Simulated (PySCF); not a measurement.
## Working out the ionisation energy of F

F [He] 2s2 2p5 (2P) → F⁺ [He] 2s2 2p4 (3P). Computed with PySCF 2.14 in aug-cc-pVQZ with one added diffuse shell each of s, p, d, f, g type (7s6p5d4f3g, 105 functions), with no relativity, point nucleus. Frozen: 1s2. Energies in hartree (1 hartree = 27.21139 eV):

| part | F (lower) | F⁺ (upper) |
| --- | --- | --- |
| UHF | -99.414095 | -98.838877 |
| MP2 opposite-spin | -0.171884 | -0.122322 |
| MP2 same-spin | -0.052149 | -0.037658 |

Task: What does Hartree-Fock give?

Result: (-98.838877) − (-99.414095) = 0.575218 hartree = 15.652 eV.

Task: What do MP2 and SCS-MP2 (6/5 opposite-spin, 1/3 same-spin) give?

Result: The opposite-spin parts differ by 1.349 eV and the same-spin parts by 0.394 eV. MP2: 15.652 + (1.349) + (0.394) = 17.395 eV. SCS-MP2: 15.652 + 1.2 × (1.349) + (0.394)/3 = 17.402 eV.

Measured between the centres of the two terms (NIST): 17.427 eV, so MP2 (valence) is off by -0.032 eV.

What remains against the reference includes basis incompleteness, the frozen core and correlation beyond second order.
